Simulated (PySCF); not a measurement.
Compound: C3H8N (doublet state).
Z-matrix (Å and degrees, GFN2-xTB geometry), rows numbered from 1:
```
C 
C   1  1.4701
C   2  1.5325  1  113.04
N   3  1.4545  2  109.77  1   173.66
H   1  1.0718  2  120.66  3   152.66
H   1  1.0723  2  120.43  3   -33.25
H   2  1.0948  1  110.24  3  -123.26
H   2  1.1024  1  110.78  3   119.54
H   3  1.0933  2  109.30  1    55.94
H   3  1.1035  2  108.87  1   -61.65
H   4  1.0141  3  110.49  2  -178.18
H   4  1.0151  3  110.15  2    62.98
```

The hyperfine couplings belong to this conformer and change with its torsions.

The species is `[CH2]CCN` [radical].

The calculation used UKS B3LYP, pcH-1 on C H N, non-relativistic, mean-field spin-orbit, GIAO in PySCF. Geometry: GFN2-xTB, one conformer, isolated molecule. The geometry wasn't refined by DFT: couplings that depend on bond lengths, twists or pyramidal angles can differ widely from those at the functional's own minimum. No stability test was run, so a lower SCF solution isn't excluded.

The Mulliken spin populations are largest on C1 (+1.08), C2 (-0.09) and H8 (+0.06). C1 is the only atom above +0.15. The angles at C1 add up to 359.7°, so it is planar; its axial dipolar tensor and the negative couplings of its protons fit spin in a p orbital normal to that plane.

Q: McConnell's relation a(H) = Q·ρ ties the coupling of a proton on a planar π carbon to the spin population of that carbon. What Q do the computed values give?

A: 
```
 H   C    ρ(C)  a(H) (G)  a/ρ (G)
H5  C1  +1.082    -22.67    -21.0
H6  C1  +1.082    -22.37    -20.7
```

These protons share one ρ (within 0.01), so their mean ratio, Q = -20.8 G, is no test of linearity. In every row coupling and population have opposite signs.

Q: How do the β-proton couplings of this frozen conformer go with θ, the angle between the C–H bond and the normal to the plane of the spin centre's three neighbours, both seen down the bond from centre to carbon?

A: 
```json
{"β H": "H7", "on": "C2", "centre": "C1", "θ (°)": "64", "cos²θ": "0.20", "a (G)": "+13.68"}
{"β H": "H8", "on": "C2", "centre": "C1", "θ (°)": "1", "cos²θ": "1.00", "a (G)": "+58.91"}
```

Couplings in gauss use g_iso = 2.0026.
